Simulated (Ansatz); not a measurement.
# SiH₂O+ (quartet): the correlation ladder, def2-QZVPP

One table from this session's results is given with a row withheld; the runs are named, their logs left out.

Computed with Ansatz 0.2.0, Gaussian basis. Level: def2-QZVPP, core rule «outside noble gas», up to 6 orbitals frozen.

To be run: UHF; ROHF; CCSD(T) on UHF.

2 further runs of the same task are left out: 2 set aside as unsound or not needed.

**What is computed**

The geometry is a PBE0/def2-TZVP stationary point (not a proven minimum) of the parent state, kept for this charge and spin.

4 atoms, charge 1, spin multiplicity 4.

Atoms are counted from 1 here; the program's logs count them from 0.

Bond lengths: Si1–O2 1.654 Å, Si1–H3 1.497 Å, O2–H4 0.960 Å. Angles: O2–Si1–H3 116.3°, Si1–O2–H4 116.5°.

The first run:

Input file in.yaml:

```yaml
crystal:
  periodic: [false, false, false]
  atoms:
    - {symbol: Si, position_ang: [0.025157, -0.096377, 0.597723]}
    - {symbol: O, position_ang: [-0.094714, 0.094069, -1.040960]}
    - {symbol: H, position_ang: [0.079727, 1.161161, 1.408550]}
    - {symbol: H, position_ang: [0.722716, 0.031127, -1.540129]}
basis:
  gaussian: {orbitals: "def2-QZVPP.json"}
total_charge: 1
magnetization: {spin_polarized: true, initial_magnetization: 3}
hamiltonian: {xc: hf}
output: {orbitals: {seedname: orbitals}}
```

On the command line:

```
> ansatz run in.yaml --threads 1 --pin off --events-out ev --progress --plain --max-ram 2393MiB
```

Steps of the session up to this table: UHF; ROHF; CCSD(T) on UHF.

One table of the session follows, with a row left open; its other results are not shown here.

It belongs to the step «Misses and costs». 

| method | from UCCSD(T) (kJ/mol) |
| --- | --- |
| ROHF | +837.9 |
| UHF | +820.2 |
| UMP2 | ? |
| UCCSD | +25.5 |
| UCCSD(T) | 0 |

Estimate the missing values for UMP2.

As computed: from UCCSD(T) (kJ/mol): +98.0. In the column «from UCCSD(T) (kJ/mol)» it lies between UCCSD (+25.5) and UHF (+820.2).
